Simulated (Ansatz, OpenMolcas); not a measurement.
## Heat of formation of CH2Cl2 (dichloromethane) from total energies

CH2Cl2 has 5 atoms, charge 0, and is taken as a singlet. SMILES: `ClCCl`. Geometry: relaxed at PBE0-D4/def2-TZVP.

Total energies at CCSD(T)/aug-cc-pVDZ, 11 core orbitals frozen (OpenMolcas 26.06); the atoms run unrestricted:

| species | state | energy (Eh) |
| --- | --- | --- |
| CH2Cl2 | singlet | -958.533042 |
| Cl | doublet | -459.612193 |
| C | triplet | -37.764793 |
| H | doublet | -0.499334 |

Harmonic wavenumbers at PBE0-D4/def2-TZVP, in cm⁻¹: 285, 732, 772, 904, 1178, 1288, 1461, 3128, 3205.

Measured heats of formation of the gaseous atoms at 298.15 K, in kJ/mol: Cl 121.3, C 716.9, H 218.0. Spin-orbit lowering of the atoms at 298 K (mean of the ground term's levels less their thermal mean, from spectra), in kJ/mol: Cl 3.44, C 0.02. Take 1 Eh = 2625.50 kJ/mol, 1 cm⁻¹ = 0.0119627 kJ/mol, RT = 2.479 kJ/mol.

What heat of formation follows?


1. Electronic atomisation energy: 2 × (-459.612193) + (-37.764793) + 2 × (-0.499334) − (-958.533042) = 0.545195 Eh = 1431.4 kJ/mol.
2. Zero-point energy: half the sum of the wavenumbers, 6476.5 cm⁻¹ = 77.5 kJ/mol.
3. Thermal vibrational enthalpy, Σ hcν̃/(exp(hcν̃/kT) − 1): 1.9 kJ/mol. Translation, rotation and pV of a non-linear molecule: 4 RT = 9.9 kJ/mol.
4. The 5 free atoms carry 5/2 RT each: 31.0 kJ/mol.
5. Spin-orbit coupling lowers the free atoms by 2 × 3.44 + 0.02 = 6.9 kJ/mol.
6. Atomisation enthalpy at 298 K: 1431.4 − 6.9 − 77.5 − 1.9 − 9.9 + 31.0 = 1366.2 kJ/mol.
7. Sum of the atoms' heats of formation: 1395.5 kJ/mol. Heat of formation: 1395.5 − 1366.2 = +29.3 kJ/mol.

The tabulated value is -94.7 kJ/mol (Active Thermochemical Tables), so this level is off by +124.0 kJ/mol, or 8.3 % of the atomisation enthalpy. Coupled cluster needs large bases for atomisation: in a finite one the molecule is underbound. Anharmonicity and any spin-orbit splitting of the molecule are left out, and so is core correlation.
